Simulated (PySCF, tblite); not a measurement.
Isomers of C5H12N (doublet state). Computed with GFN2-xTB (tblite): harmonic, unscaled wavenumbers at the GFN2-xTB geometry, gas phase. The method is semi-empirical: single wavenumbers can be off by several per cent or more. One conformer each. Open shells enter through the occupations alone, without spin polarisation, and single modes of such species can be off by tens of per cent.

Electronic energies: B3LYP/pcH-1 single points on the GFN2-xTB geometries (PySCF, gas phase).

| SMILES | electronic energy, lowest = 0 (kJ/mol) |
| --- | --- |
| CC(C)[C@H](C)[NH] | 50.8 |
| C[C](N)C(C)C | 0.0 |
| C[C](C)N(C)C | 55.3 |
| [CH2][C@@H](N)C(C)C | 56.9 |
| [CH2]NCC(C)C | 34.1 |

Q: How do GFN2-xTB zero-point energies change the relative energies?

A: 
```csv
SMILES,ZPE (kJ/mol),of it from modes above 1550 cm⁻¹,electronic (kJ/mol),"with ZPE, lowest = 0 (kJ/mol)",lowest mode (cm⁻¹),rings
C[C](N)C(C)C,422.0,220.3,0.0,0.0,40,0
[CH2]NCC(C)C,421.6,218.7,34.1,33.7,67,0
CC(C)[C@H](C)[NH],420.0,217.3,50.8,48.8,74,0
C[C](C)N(C)C,418.4,212.3,55.3,51.7,23,0
[CH2][C@@H](N)C(C)C,418.3,231.1,56.9,53.3,82,0
```

The zero-point energies span 3.7 kJ/mol, from `[CH2][C@@H](N)C(C)C` to `C[C](N)C(C)C`. The order is unchanged.

Q: And how do the electronic energies of GFN2-xTB itself compare?

A: `C[C](N)C(C)C` 4.4; `[CH2]NCC(C)C` 22.1; `CC(C)[C@H](C)[NH]` 49.9; `C[C](C)N(C)C` 0.0; `[CH2][C@@H](N)C(C)C` 72.4 kJ/mol, lowest = 0. Against the energies above, taken from the same isomer `C[C](N)C(C)C`, the largest difference is 59.7 kJ/mol.

Q: What do entropy and thermal enthalpy add at 298.15 K and 1 bar (rigid rotor, harmonic oscillator, one conformer each)?

A: 
```tsv
SMILES	point group	symmetry number	S (J/(mol K))	H − H(0) (kJ/mol)	ZPE + H − H(0) − TS (kJ/mol)
C[C](N)C(C)C	C1	1	381.7	25.63	333.8
[CH2]NCC(C)C	C1	1	372.4	24.64	335.2
CC(C)[C@H](C)[NH]	C1	1	369.5	24.67	334.5
[CH2][C@@H](N)C(C)C	C1	1	374.4	25.55	332.2
```

S holds R ln(2S + 1) for the spin.

Not tabulated: `C[C](C)N(C)C` (lowest mode only 23 cm⁻¹).
